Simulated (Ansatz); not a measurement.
Energy needed to pull apart AlH$_{2}$SO (SMILES [OH][Al][SH]), doublet, into free ground-state atoms, from the structure below (displaced at random from its PBE0-D4/def2-TZVP minimum); no zero-point or spin–orbit terms; open-shell atoms are treated unrestricted, in their ground-state multiplicity.

```tsv
atom	x (Å)	y (Å)	z (Å)
O1	-0.9669	-1.1485	0.2332
Al2	-0.3624	0.1130	-0.3280
S3	1.5519	0.7390	0.4054
H4	-1.8321	-1.6106	0.0685
H5	1.8316	1.8049	-0.4147
```

Ansatz 0.2.0; basis: def2-TZVPP; cores frozen in the correlated methods; orbitals are unrestricted.

```json
{"method": "PBE-D4", "atomization energy (kcal/mol)": "?"}
{"method": "r2SCAN-D4", "atomization energy (kcal/mol)": "363.4"}
{"method": "PBE0-D4", "atomization energy (kcal/mol)": "?"}
{"method": "wB97M-V", "atomization energy (kcal/mol)": "357.6"}
{"method": "HF", "atomization energy (kcal/mol)": "245.8"}
{"method": "MP2", "atomization energy (kcal/mol)": "356.9"}
{"method": "CCSD", "atomization energy (kcal/mol)": "338.0"}
{"method": "CCSD(T)", "atomization energy (kcal/mol)": "344.9"}
```

(1) What does PBE-D4 give? (An estimate is asked for; the value comes from the calculation.)

(2) What does PBE0-D4 give? (To be estimated.)

T1 diagnostic: at most 0.015. ⟨S²⟩ of the unrestricted Hartree–Fock references: 0.75 (a pure state has 0.75).

Results:

(1) The calculation gives: 362.9 kcal/mol, which is about 18.0 kcal/mol more than CCSD(T)/def2-TZVPP.

(2) By the calculation: 354.6 kcal/mol, which is about 9.7 kcal/mol more than CCSD(T)/def2-TZVPP.

In triple zeta the MP2 and coupled-cluster atomization energies are still short of their basis limit by a few kcal/mol a bond, whereas those of the functionals are nearly converged, so these differences are not deviations from converged CCSD(T).

For scale, one of the runs: CCSD(T)/def2-TZVPP forces, 143 basis functions (an equivalent command: `ansatz run in.yaml --threads 2`). Time: 5.4 min of wall clock on 2 CPU threads; the host was shared. Peak host memory: 3.1 GiB.
